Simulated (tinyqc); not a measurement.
Worked calculation: CCSD on RHF in the sto-3g basis, frozen core, for H3O+, spin multiplicity 1. One step of it, computed by the program tinyqc.

Problem. Iteration 8 (converged): orbitals. Diagonalise F' = X^T F X, C = X C', fill 5 alpha and 5 beta electrons from the bottom; D = 2 C_occ C_occ^T. Each column has its largest component positive (the first on a tie).

converged F (hartree), lower triangle:
```
             1O 1s      1O 2s     1O 2px     1O 2py     1O 2pz      2H 1s      3H 1s      4H 1s
1O 1s   -20.793195
1O 2s    -5.294001  -2.914290
1O 2px   -0.000011  -0.000115  -0.830494
1O 2py    0.000000   0.000000   0.000000  -0.830447
1O 2pz    0.005149   0.022386   0.000010   0.000000  -0.858604
2H 1s    -0.980626  -1.054736  -0.608638   0.000000   0.054907  -0.768809
3H 1s    -0.979813  -1.054132   0.304104  -0.526975   0.054876  -0.298180  -0.768399
4H 1s    -0.979813  -1.054132   0.304104   0.526975   0.054876  -0.298180  -0.297889  -0.768399
```

X:
```
                1          2          3          4          5          6          7          8
1O 1s   -0.368180   0.000599   0.000000   0.808450   0.509068  -0.000116   0.000000   0.154924
1O 2s    1.245650  -0.001580   0.000000   0.008169   0.072149  -0.000187   0.000000   0.448260
1O 2px   0.001486   0.930464   0.000000  -0.000005   0.000014   0.657110   0.000000   0.000164
1O 2py   0.000000   0.000000   0.930462   0.000000   0.000000   0.000000   0.657032   0.000000
1O 2pz  -0.069893   0.000075   0.000000  -0.546058   0.835996   0.000001   0.000000  -0.025945
2H 1s   -0.542036  -0.910292   0.000000  -0.153655  -0.096136   0.447323   0.000000   0.310384
3H 1s   -0.539882   0.456210  -0.788772  -0.153763  -0.096204  -0.223826   0.387528   0.310169
4H 1s   -0.539882   0.456210   0.788772  -0.153763  -0.096204  -0.223826  -0.387528   0.310169
```

Give: F' = X^T F X; orbital energies; coefficients C; D after iteration 8.

Solution.

F' = X^T F X (hartree), lower triangle:
```
         1        2        3         4        5        6        7        8
1  -0.5871
2   0.0016   0.2428
3   0.0000   0.0000   0.2426
4   2.2453  -0.0045   0.0000  -13.2515
5   1.4117  -0.0029   0.0000   -8.0736  -6.1181
6  -0.0003  -0.0538   0.0000    0.0025   0.0017  -1.0366
7   0.0000   0.0000  -0.0539    0.0000   0.0000   0.0000  -1.0365
8   0.2195  -0.0008   0.0000   -4.8479  -3.1635   0.0010   0.0000  -3.3802
```

orbital energies (hartree): MO1 -20.8019, MO2 -1.7014, MO3 -1.0388, MO4 -1.0388, MO5 -0.8595, MO6 0.0259, MO7 0.2449, MO8 0.2450

coefficients C:
```
            MO1      MO2      MO3      MO4      MO5      MO6      MO7      MO8
1O 1s    0.9941  -0.2413   0.0001   0.0000  -0.0153  -0.1599   0.0000   0.0002
1O 2s    0.0263   0.8854  -0.0003   0.0000   0.0754   0.9836   0.0000  -0.0011
1O 2px   0.0000   0.0001   0.6955   0.0000   0.0000  -0.0006   0.0000  -0.9021
1O 2py   0.0000   0.0000   0.0000   0.6955   0.0000   0.0000   0.9020   0.0000
1O 2pz  -0.0006  -0.0257   0.0000   0.0000   0.9963  -0.0968   0.0000   0.0001
2H 1s   -0.0045   0.1014   0.4088   0.0000  -0.0262  -0.6399   0.0000   0.9296
3H 1s   -0.0045   0.1013  -0.2044   0.3541  -0.0262  -0.6410  -0.8044  -0.4638
4H 1s   -0.0045   0.1013  -0.2044  -0.3541  -0.0262  -0.6410   0.8044  -0.4638
```

D after iteration 8, lower triangle:
```
          1O 1s    1O 2s   1O 2px   1O 2py   1O 2pz    2H 1s    3H 1s   4H 1s
1O 1s    2.0935
1O 2s   -0.3772   1.5806
1O 2px   0.0000  -0.0002   0.9675
1O 2py   0.0000   0.0000   0.0000   0.9675
1O 2pz  -0.0193   0.1047   0.0000   0.0000   1.9865
2H 1s   -0.0571   0.1751   0.5688   0.0000  -0.0574   0.3563
3H 1s   -0.0571   0.1753  -0.2844   0.4925  -0.0575  -0.1452   0.3562
4H 1s   -0.0571   0.1753  -0.2844  -0.4925  -0.0575  -0.1452  -0.1452  0.3562
```
